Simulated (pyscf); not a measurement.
Thermochemistry of product channels of Cl⁻ + H₃C–CH₂–Br on the singlet surface, in eV, from CCSD(T)/def2-TZVPPD + ΔMP2(QZVPPD) energies (ideal gas, 1 atm, RRHO with modes under 100 cm⁻¹ raised to 100, one conformer, R ln 2 for chiral ones without a mode under 150 cm⁻¹). Single points on ωB97X-D3(BJ)/def2-SVPD structures (PySCF, gas phase). MP2 and CC: frozen core, UHF for open shells. ΔMP2 is the change of the MP2 total energy from the triple- to the quadruple-zeta basis.

```tsv
products	ΔE	ΔH(298 K)	ΔG(298 K)	ΔG(900 K)
H₃C–Cl + H₂C⁻–Br	+3.11	+2.96	+2.80	+2.50
H₃C–CH₂–Cl + Br⁻	-0.34	-0.32	-0.32	-0.31
```

These are energies of the channels, which say nothing of barriers. The CCSD(T) − MP2 part came from Ansatz, without density fitting, on the same reference. The frozen core leaves the outer d or s,p core shells of the metals and heavy elements correlated in the MP2 and CC values, and def2-TZVPP describes them poorly, which can shift differences by a few kcal/mol. Elements up to Kr have no core potential and no relativistic terms here.
